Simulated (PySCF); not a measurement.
Cost of one run: shielding job, `CCCCC[O-]`.

Method: GIAO PBE0/pcSseg-1 NMR shielding, non-relativistic, gas phase (PySCF 2.14.0, density-fitted response routines). Geometry: GFN2-xTB, MD frame at 625 fs, 200 K. Work: shieldings, density fitting. The command runs a driver script over a list of jobs; the input below is this job's line of settings and its coordinates in Å.

Command:
```bash
OMP_NUM_THREADS=1 python probes_run.py task.json out
```

Input:
```
{"job": {"kind": "nmr", "xc": "PBE0", "basis": "pcSseg-1", "pop": false}, "charge": -1, "multiplicity": 1}
C     -2.421600    -0.567100     0.118900
C     -1.588600     0.052300     1.228000
C     -0.855200     1.337900     0.804100
C      0.332700     1.019600    -0.030900
C      1.466300     0.248100     0.732500
O      1.174500    -0.862300     1.293000
H     -3.408200    -0.147200    -0.116100
H     -1.857000    -0.552500    -0.827200
H     -2.656100    -1.582700     0.305600
H     -2.151400     0.212200     2.132200
H     -0.791400    -0.665900     1.389300
H     -0.504000     1.877200     1.681300
H     -1.509500     1.983700     0.194400
H      0.746900     1.924200    -0.418300
H     -0.026100     0.406700    -0.875200
H      2.355000     0.263100    -0.080200
H      1.807300     1.018100     1.548900
```

Hardware: one thread, Arm Neoverse N1 (aarch64) (shared host). PySCF's memory limit was set to 1200 MB.

**Question.** How large is the basis?

**Answer.** 157 functions for 50 electrons, with 810 fitting functions; the fitted three-index integrals, 810 × 157 × 158/2 numbers of 8 bytes, come to 77 MiB.

**Question.** Which is nearest to the wall time?
A. 3.6 min
B. 27 min
C. 3.4 s
D. 27 s

**Answer.** D. The run took 27 s. The SCF took 14 cycles.

**Question.** Estimate the peak memory.

**Answer.** About 0.79 GiB. Peak memory is the resident size of the whole Python process, interpreter and libraries included.

**Question.** At this speed, how long would 100 such jobs take on 32 cores, one job a core?

**Answer.** 100/32 gives 4 rounds of 27 s, about 1.8 min of wall time and 0.75 core-hours, if the jobs don't slow each other.

The SCF part of the output:
```
coarse grid: 13336 points
cycle   1  E = -271.7068477894  dE =  6.368e-01  |g| = 1.009e+00  |ddm| = 3.418e+00
cycle   2  E = -267.7398487705  dE =  3.967e+00  |g| = 3.174e+00  |ddm| = 1.814e+01
cycle   3  E = -271.8724072057  dE = -4.133e+00  |g| = 4.811e-01  |ddm| = 1.803e+01
cycle   4  E = -271.9252333771  dE = -5.283e-02  |g| = 2.243e-01  |ddm| = 8.748e-01
cycle   5  E = -271.9379559640  dE = -1.272e-02  |g| = 4.260e-02  |ddm| = 2.891e-01
cycle   6  E = -271.9382699322  dE = -3.140e-04  |g| = 1.876e-02  |ddm| = 6.528e-02
cycle   7  E = -271.9383406205  dE = -7.069e-05  |g| = 4.173e-03  |ddm| = 1.881e-02
cycle   8  E = -271.9383449422  dE = -4.322e-06  |g| = 9.770e-04  |ddm| = 5.292e-03
final grid: 126344 points
cycle   9  E = -271.9861915444  dE = -3.146e-05  |g| = 1.110e-02  |ddm| = 2.767e-02
cycle  10  E = -271.9861578957  dE =  3.365e-05  |g| = 1.720e-02  |ddm| = 2.870e-02
cycle  11  E = -271.9862170238  dE = -5.913e-05  |g| = 1.942e-03  |ddm| = 2.123e-02
cycle  12  E = -271.9862178159  dE = -7.921e-07  |g| = 2.016e-04  |ddm| = 3.086e-03
cycle  13  E = -271.9862178247  dE = -8.837e-09  |g| = 6.285e-05  |ddm| = 3.283e-04
cycle  14  E = -271.9862178256  dE = -8.120e-10  |g| = 2.200e-05  |ddm| = 1.053e-04
converged SCF energy = -271.9862178256
```

On the final grid dE counts from the start density on that grid.

Other jobs ran on the host; a repeat could differ by tens of per cent or more.
